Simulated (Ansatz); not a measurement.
`[B]=O` radical, relaxed with UKS PBE0-D4/def2-TZVP in Ansatz 0.2.0 from a GFN2-xTB geometry. The force threshold is 0.005 eV/Å; the program also tests the step.

Charge 0, multiplicity 2.

Start:

```xyz
2

B     0.452   -0.346   -0.166
O    -0.452    0.346    0.166
```

| step | energy (eV) | largest force (eV/Å) | largest move (Å) |
| --- | --- | --- | --- |
| 1 | -2719.7121 | 1.261 | 0.000 |
| 2 | -2719.7233 | 0.151 | 0.007 |
| 3 | -2719.7235 | 0.005 | 0.001 |

End:

```xyz
2

B     0.457   -0.351   -0.168
O    -0.457    0.351    0.168
```

Run time 2.5 s (2 threads of an AMD EPYC 7R13 on a shared host); peak host memory 0.13 GiB.
